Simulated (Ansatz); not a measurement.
Bond stretch in CH, doublet.

- UCCSDT(Q) = CCSDT(Q) on UHF/aug-cc-pVTZ, frozen core (Ansatz, a quantum-chemistry and plane-wave program)
- FCI = full CI/aug-cc-pVTZ, frozen core (Ansatz)

Energies relative to the lowest point of each curve between 0.93 and 1.35 Å, where full CI is lowest, in eV:

```json
[
 {"R / Å": "0.84", "UCCSDT(Q)": "2.032"},
 {"R / Å": "0.88", "UCCSDT(Q)": "1.361"},
 {"R / Å": "0.93", "UCCSDT(Q)": "0.763"},
 {"R / Å": "1.05", "UCCSDT(Q)": "0.081"},
 {"R / Å": "1.11", "UCCSDT(Q)": "0.000"},
 {"R / Å": "1.15", "UCCSDT(Q)": "0.008"},
 {"R / Å": "1.20", "UCCSDT(Q)": "0.069"},
 {"R / Å": "1.71", "UCCSDT(Q)": "1.739"},
 {"R / Å": "1.89", "UCCSDT(Q)": "2.280"},
 {"R / Å": "2.10", "UCCSDT(Q)": "2.766"},
 {"R / Å": "2.38", "UCCSDT(Q)": "3.180"},
 {"R / Å": "3.67", "UCCSDT(Q)": "3.563"}
]
```

### Question
Predict the corresponding FCI column.

### Answer
0.84: 2.032; 0.88: 1.361; 0.93: 0.763; 1.05: 0.081; 1.11: 0.000; 1.15: 0.008; 1.20: 0.069; 1.71: 1.739; 1.89: 2.281; 2.10: 2.767; 2.38: 3.181; 3.67: 3.562 (eV).

The unrestricted determinant behind UCCSDT(Q) is spin-contaminated at 0.77 to 3.67 Å (<S²> up to 1.8, against 0.75 for a pure doublet).
